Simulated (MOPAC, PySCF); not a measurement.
C2H6S, SMILES `CSC`, neutral singlet in the gas phase. 

Z-matrix (Å, degrees):
```
S
C 1 1.8185
H 2 1.0994 1 107.12
H 2 1.1016 3 108.70 1 -120.49
H 2 1.1016 3 108.70 4 -119.01
C 1 1.8185 2 99.27 3 180.00
H 6 1.0994 1 107.12 2 180.00
H 6 1.1016 7 108.70 1 -120.49
H 6 1.1016 7 108.70 8 -119.01
```
Charge 0, multiplicity 1.

All levels are single points at this geometry (B3LYP-D3(BJ)/def2-SVP); Pople sets use spherical d functions. Orbital energies aren't observables, and empty levels follow the basis.

| level | HOMO (eV) | LUMO (eV) | gap (eV) | dipole (D) | vertical IE, Delta-SCF (eV) |
|---|---|---|---|---|---|
| B3LYP-D3(BJ)/def2-TZVP in PySCF | -6.05 | 0.62 | 6.67 | 1.53 | 8.63 |
| B3LYP/6-31G* in PySCF | -5.91 | 1.21 | 7.11 | 1.70 | 8.61 |
| B3LYP/LANL2DZ in PySCF | -5.93 | 1.42 | 7.36 | 1.90 | – |
| BP86/6-31G* in PySCF | -4.99 | 0.33 | 5.32 | 1.72 | – |
| M06-2X/6-31G* in PySCF | -7.37 | 2.35 | 9.72 | 1.70 | – |
| PBE/6-31G* in PySCF | -4.88 | 0.41 | 5.30 | 1.72 | 8.48 |
| HF/STO-3G in PySCF | -6.67 | 12.36 | 19.03 | 0.88 | – |
| PM3 in MOPAC | -8.91 | 0.51 | 9.43 | 2.02 | – |
| PM6 in MOPAC | -8.50 | 0.79 | 9.29 | 1.81 | – |
